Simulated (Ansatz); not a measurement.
The first iterations of a band of FH3Si (5 atoms, charge 0, multiplicity 1).

Level of theory: RKS r2SCAN/def2-SVP in Ansatz.

```json
{
 "movable images": "5",
 "climbing image": "yes",
 "spring": "5.0 eV/Å²",
 "optimiser": "lbfgs",
 "start path": "through a guess of the saddle point",
 "force threshold": "0.03 eV/Å",
 "iteration limit": "60",
 "end points": "relaxed",
 "largest step": "0.5 Å"
}
```

Initial state:

```xyz
5
Properties=species:S:1:pos:R:3
Si 0.247 0.000 0.136
F 0.317 0.000 1.760
H 1.636 0.000 -0.399
H -0.478 1.222 -0.309
H -0.478 -1.222 -0.309
```

Final state:

```xyz
5
Properties=species:S:1:pos:R:3
Si -0.014 0.000 -0.743
F 1.097 0.000 1.157
H 1.970 0.000 0.824
H -0.905 1.105 -0.179
H -0.905 -1.105 -0.179
```

| iteration | highest image above the first end (eV) | largest band force component (eV/Å) |
| --- | --- | --- |
| 1 | 4.391 | 4.773 |
| 2 | 3.948 | 3.627 |
| 3 | 3.659 | 3.325 |
| 4 | 3.605 | 1.459 |
| 5 | 3.568 | 1.200 |
| 6 | 3.539 | 0.517 |
| 7 | 3.540 | 0.559 |
| 8 | 3.542 | 0.704 |
| 9 | 3.558 | 0.636 |

Problem. Does the band converge within its limit, and where does its top end?

Solution. It converged. It ended after 28 iterations with the highest image 3.579 eV above the first end. Neighbouring images differ by up to 1.6 eV, so the band resolves the path poorly. Another band between the same ends (5 images) ends at a top of the same energy, where a vibrational analysis finds 1 clearly imaginary mode. The orbitals stay closed-shell, which can raise the energy where a bond breaks towards radicals; this wasn't checked here.

The run took 3.5 min on 1 thread of Arm Neoverse V1 (shared host), peak memory 0.1 GiB.
